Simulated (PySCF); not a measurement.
O₃, SMILES [O-][O+]=O (connectivity only; charge and spin as stated), charge -1, multiplicity 2. Atoms are numbered in the order given.

```xyz
3

O      0.0000     1.1550     0.2425
O      0.0000     0.0000    -0.4850
O      0.0000    -1.1550     0.2425
```
Charge -1, spin multiplicity 2.

The structure is a stationary point at PBE-D3(BJ)/def2-TZVPD. The isomer is the one that the SMILES or the coordinates give; other isomers of the formula were not compared.

Calculation: PBE-D3(BJ)/def2-TZVPD (PySCF).

No scaling factor is applied to the harmonic values.

Computed vibrational spectrum:
```tsv
mode	ν (cm⁻¹)	IR (km/mol)	moving atoms (share of kinetic energy)
1	569	1.3	O 100 %
2	788	389.6	O 100 %
3	1008	0.8	O 100 %
```
